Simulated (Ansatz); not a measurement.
Ansatz (an electronic-structure program) input (B3LYP-D3(BJ)/def2-TZVP):

Ansatz 0.2 input:
```yaml
crystal:
  periodic: [false, false, false]
  atoms:
    - {symbol: C, position_ang: [-0.01075073, 0.64443952, -0.00020773]}
    - {symbol: C, position_ang: [1.14148505, -0.05703999, 0.00113003]}
    - {symbol: F, position_ang: [-1.11822560, -0.31777191, -0.00099264]}
    - {symbol: H, position_ang: [1.19675056, -1.15149369, 0.00151889]}
    - {symbol: H, position_ang: [2.08287389, 0.48704365, 0.00188105]}
basis:
  gaussian:
    orbitals: def2-TZVP
hamiltonian:
  xc: b3lyp
  dispersion: d3bj
total_charge: -1
phonons: {temperatures: {t_min: 298.15, t_max: 298.15, t_step: 100}}
```

Output:

```
Functional definition: B3LYP
integrals: 0.02 GiB planned
604 factors; their error is unknown
mean field: 0.25 GiB planned
mean field evaluation 1: about -4816.3777 eV, gradient 6.1e1 eV
mean field evaluation 2: about -4804.3944 eV, gradient 1.0e2 eV
mean field evaluation 4: about -4823.4776 eV, gradient 7.9e0 eV
mean field evaluation 8: about -4823.6385 eV, gradient 3.6e-1 eV
mean field evaluation 16: about -4823.6387 eV, gradient 5.1e-5 eV
mean field -4823.63867270 eV, -177.2654516421 hartree, gradient 5.1e-5 eV, S^2 0.000000; 0 other end points of the search recorded, 0 dependent functions left out
the calculation of the forces begins
reference -4823.63885338 eV, -177.2654582818 hartree; 12, 12 occupied and 93, 93 virtual orbitals, 604 factors
these checks for a lower state are left out or cut short: stability, starts, cluster_reference, orbital_swaps, neighbouring_geometries, increment
integrals: 0.02 GiB planned
604 factors; their error is unknown
mean field: 0.25 GiB planned
mean field -4823.63853364 eV, -177.2654465315 hartree, gradient 2.5e-6 eV, S^2 0.000000; 0 other end points of the search recorded, 0 dependent functions left out
the calculation of the forces begins
reference -4823.63871434 eV, -177.2654531721 hartree; 12, 12 occupied and 93, 93 virtual orbitals, 604 factors
these checks for a lower state are left out or cut short: stability, starts, cluster_reference, orbital_swaps, neighbouring_geometries, increment
integrals: 0.02 GiB planned
604 factors; their error is unknown
mean field: 0.25 GiB planned
mean field evaluation 32: about -4823.6385 eV, gradient 2.5e-6 eV
mean field -4823.63854653 eV, -177.2654470054 hartree, gradient 2.5e-6 eV, S^2 0.000000; 0 other end points of the search recorded, 0 dependent functions left out
the calculation of the forces begins
reference -4823.63872718 eV, -177.2654536442 hartree; 12, 12 occupied and 93, 93 virtual orbitals, 604 factors
these checks for a lower state are left out or cut short: stability, starts, cluster_reference, orbital_swaps, neighbouring_geometries, increment
integrals: 0.02 GiB planned
604 factors; their error is unknown
mean field: 0.25 GiB planned
mean field -4823.63862259 eV, -177.2654498006 hartree, gradient 2.5e-6 eV, S^2 0.000000; 0 other end points of the search recorded, 0 dependent functions left out
the calculation of the forces begins
reference -4823.63880328 eV, -177.2654564409 hartree; 12, 12 occupied and 93, 93 virtual orbitals, 604 factors
these checks for a lower state are left out or cut short: stability, starts, cluster_reference, orbital_swaps, neighbouring_geometries, increment
integrals: 0.02 GiB planned
604 factors; their error is unknown
mean field: 0.25 GiB planned
mean field -4823.63861806 eV, -177.2654496338 hartree, gradient 2.5e-6 eV, S^2 0.000000; 0 other end points of the search recorded, 0 dependent functions left out
the calculation of the forces begins
reference -4823.63879871 eV, -177.2654562729 hartree; 12, 12 occupied and 93, 93 virtual orbitals, 604 factors
these checks for a lower state are left out or cut short: stability, starts, cluster_reference, orbital_swaps, neighbouring_geometries, increment
integrals: 0.02 GiB planned
604 factors; their error is unknown
mean field: 0.25 GiB planned
mean field -4823.63846106 eV, -177.2654438643 hartree, gradient 2.5e-6 eV, S^2 0.000000; 0 other end points of the search recorded, 0 dependent functions left out
the calculation of the forces begins
reference -4823.63864181 eV, -177.2654505067 hartree; 12, 12 occupied and 93, 93 virtual orbitals, 604 factors
these checks for a lower state are left out or cut short: stability, starts, cluster_reference, orbital_swaps, neighbouring_geometries, increment
integrals: 0.02 GiB planned
604 factors; their error is unknown
mean field: 0.25 GiB planned
mean field -4823.63845353 eV, -177.2654435876 hartree, gradient 2.5e-6 eV, S^2 0.000000; 0 other end points of the search recorded, 0 dependent functions left out
the calculation of the forces begins
reference -4823.63863413 eV, -177.2654502246 hartree; 12, 12 occupied and 93, 93 virtual orbitals, 604 factors
these checks for a lower state are left out or cut short: stability, starts, cluster_reference, orbital_swaps, neighbouring_geometries, increment
integrals: 0.02 GiB planned
604 factors; their error is unknown
mean field: 0.25 GiB planned
mean field evaluation 64: about -4823.6334 eV, gradient 2.2e-4 eV
mean field -4823.63857219 eV, -177.2654479482 hartree, gradient 2.5e-6 eV, S^2 0.000000; 0 other end points of the search recorded, 0 dependent functions left out
the calculation of the forces begins
reference -4823.63875287 eV, -177.2654545881 hartree; 12, 12 occupied and 93, 93 virtual orbitals, 604 factors
these checks for a lower state are left out or cut short: stability, starts, cluster_reference, orbital_swaps, neighbouring_geometries, increment
integrals: 0.02 GiB planned
604 factors; their error is unknown
mean field: 0.25 GiB planned
mean field -4823.63857265 eV, -177.2654479653 hartree, gradient 2.5e-6 eV, S^2 0.000000; 0 other end points of the search recorded, 0 dependent functions left out
the calculation of the forces begins
reference -4823.63875332 eV, -177.2654546048 hartree; 12, 12 occupied and 93, 93 virtual orbitals, 604 factors
these checks for a lower state are left out or cut short: stability, starts, cluster_reference, orbital_swaps, neighbouring_geometries, increment
integrals: 0.02 GiB planned
604 factors; their error is unknown
mean field: 0.25 GiB planned
mean field -4823.63861324 eV, -177.2654494570 hartree, gradient 2.5e-6 eV, S^2 0.000000; 0 other end points of the search recorded, 0 dependent functions left out
the calculation of the forces begins
reference -4823.63879382 eV, -177.2654560932 hartree; 12, 12 occupied and 93, 93 virtual orbitals, 604 factors
these checks for a lower state are left out or cut short: stability, starts, cluster_reference, orbital_swaps, neighbouring_geometries, increment
integrals: 0.02 GiB planned
604 factors; their error is unknown
mean field: 0.25 GiB planned
mean field -4823.63863954 eV, -177.2654504233 hartree, gradient 2.5e-6 eV, S^2 0.000000; 0 other end points of the search recorded, 0 dependent functions left out
the calculation of the forces begins
reference -4823.63882031 eV, -177.2654570665 hartree; 12, 12 occupied and 93, 93 virtual orbitals, 604 factors
these checks for a lower state are left out or cut short: stability, starts, cluster_reference, orbital_swaps, neighbouring_geometries, increment
integrals: 0.02 GiB planned
604 factors; their error is unknown
mean field: 0.25 GiB planned
mean field evaluation 96: about -4823.6387 eV, gradient 1.4e-4 eV
mean field -4823.63865934 eV, -177.2654511510 hartree, gradient 2.5e-6 eV, S^2 0.000000; 0 other end points of the search recorded, 0 dependent functions left out
the calculation of the forces begins
reference -4823.63883999 eV, -177.2654577899 hartree; 12, 12 occupied and 93, 93 virtual orbitals, 604 factors
these checks for a lower state are left out or cut short: stability, starts, cluster_reference, orbital_swaps, neighbouring_geometries, increment
integrals: 0.02 GiB planned
604 factors; their error is unknown
mean field: 0.25 GiB planned
mean field -4823.63865911 eV, -177.2654511425 hartree, gradient 2.5e-6 eV, S^2 0.000000; 0 other end points of the search recorded, 0 dependent functions left out
the calculation of the forces begins
reference -4823.63883980 eV, -177.2654577830 hartree; 12, 12 occupied and 93, 93 virtual orbitals, 604 factors
these checks for a lower state are left out or cut short: stability, starts, cluster_reference, orbital_swaps, neighbouring_geometries, increment
integrals: 0.02 GiB planned
604 factors; their error is unknown
mean field: 0.25 GiB planned
mean field -4823.63866515 eV, -177.2654513644 hartree, gradient 2.5e-6 eV, S^2 0.000000; 0 other end points of the search recorded, 0 dependent functions left out
the calculation of the forces begins
reference -4823.63884581 eV, -177.2654580038 hartree; 12, 12 occupied and 93, 93 virtual orbitals, 604 factors
these checks for a lower state are left out or cut short: stability, starts, cluster_reference, orbital_swaps, neighbouring_geometries, increment
integrals: 0.02 GiB planned
604 factors; their error is unknown
mean field: 0.25 GiB planned
mean field -4823.63865250 eV, -177.2654508998 hartree, gradient 2.5e-6 eV, S^2 0.000000; 0 other end points of the search recorded, 0 dependent functions left out
the calculation of the forces begins
reference -4823.63883318 eV, -177.2654575397 hartree; 12, 12 occupied and 93, 93 virtual orbitals, 604 factors
these checks for a lower state are left out or cut short: stability, starts, cluster_reference, orbital_swaps, neighbouring_geometries, increment
integrals: 0.02 GiB planned
604 factors; their error is unknown
mean field: 0.25 GiB planned
mean field evaluation 128: about -4823.6386 eV, gradient 2.1e-6 eV
mean field -4823.63861864 eV, -177.2654496552 hartree, gradient 2.5e-6 eV, S^2 0.000000; 0 other end points of the search recorded, 0 dependent functions left out
the calculation of the forces begins
reference -4823.63879930 eV, -177.2654562946 hartree; 12, 12 occupied and 93, 93 virtual orbitals, 604 factors
these checks for a lower state are left out or cut short: stability, starts, cluster_reference, orbital_swaps, neighbouring_geometries, increment
integrals: 0.02 GiB planned
604 factors; their error is unknown
mean field: 0.25 GiB planned
mean field -4823.63862514 eV, -177.2654498944 hartree, gradient 2.5e-6 eV, S^2 0.000000; 0 other end points of the search recorded, 0 dependent functions left out
the calculation of the forces begins
reference -4823.63880583 eV, -177.2654565343 hartree; 12, 12 occupied and 93, 93 virtual orbitals, 604 factors
these checks for a lower state are left out or cut short: stability, starts, cluster_reference, orbital_swaps, neighbouring_geometries, increment
integrals: 0.02 GiB planned
604 factors; their error is unknown
mean field: 0.25 GiB planned
mean field -4823.63860022 eV, -177.2654489784 hartree, gradient 2.5e-6 eV, S^2 0.000000; 0 other end points of the search recorded, 0 dependent functions left out
the calculation of the forces begins
reference -4823.63878090 eV, -177.2654556182 hartree; 12, 12 occupied and 93, 93 virtual orbitals, 604 factors
these checks for a lower state are left out or cut short: stability, starts, cluster_reference, orbital_swaps, neighbouring_geometries, increment
integrals: 0.02 GiB planned
604 factors; their error is unknown
mean field: 0.25 GiB planned
mean field -4823.63858137 eV, -177.2654482855 hartree, gradient 2.5e-6 eV, S^2 0.000000; 0 other end points of the search recorded, 0 dependent functions left out
the calculation of the forces begins
reference -4823.63876204 eV, -177.2654549251 hartree; 12, 12 occupied and 93, 93 virtual orbitals, 604 factors
these checks for a lower state are left out or cut short: stability, starts, cluster_reference, orbital_swaps, neighbouring_geometries, increment
integrals: 0.02 GiB planned
604 factors; their error is unknown
mean field: 0.25 GiB planned
mean field -4823.63865257 eV, -177.2654509022 hartree, gradient 2.5e-6 eV, S^2 0.000000; 0 other end points of the search recorded, 0 dependent functions left out
the calculation of the forces begins
reference -4823.63883325 eV, -177.2654575422 hartree; 12, 12 occupied and 93, 93 virtual orbitals, 604 factors
these checks for a lower state are left out or cut short: stability, starts, cluster_reference, orbital_swaps, neighbouring_geometries, increment
integrals: 0.02 GiB planned
604 factors; their error is unknown
mean field: 0.25 GiB planned
mean field evaluation 160: about -4823.6333 eV, gradient 3.6e-1 eV
mean field -4823.63865035 eV, -177.2654508205 hartree, gradient 2.5e-6 eV, S^2 0.000000; 0 other end points of the search recorded, 0 dependent functions left out
the calculation of the forces begins
reference -4823.63883101 eV, -177.2654574599 hartree; 12, 12 occupied and 93, 93 virtual orbitals, 604 factors
Total energy: -4823.72963612 eV, -177.2687944859 hartree
Atom 0 at    -0.010751     0.644440    -0.000208 Å, force     0.000022     0.000031     0.000000 eV/Å
Atom 1 at     1.141485    -0.057040     0.001130 Å, force    -0.000498    -0.000011    -0.000000 eV/Å
Atom 2 at    -1.118226    -0.317772    -0.000993 Å, force     0.000101     0.000054     0.000000 eV/Å
Atom 3 at     1.196751    -1.151494     0.001519 Å, force     0.000228    -0.000053     0.000000 eV/Å
Atom 4 at     2.082874     0.487044     0.001881 Å, force     0.000147    -0.000021     0.000000 eV/Å
Dipole moment:     0.105597    -0.452035     0.000241 e Å
Vibrations: 493.58 715.18 717.48 751.81 1030.72 1324.18 1547.63 2995.56 3125.02 cm⁻¹, zero-point energy 0.787372 eV
```

It need not be the lowest isomer of its formula. Whether it binds its extra electron was not tested at this geometry.
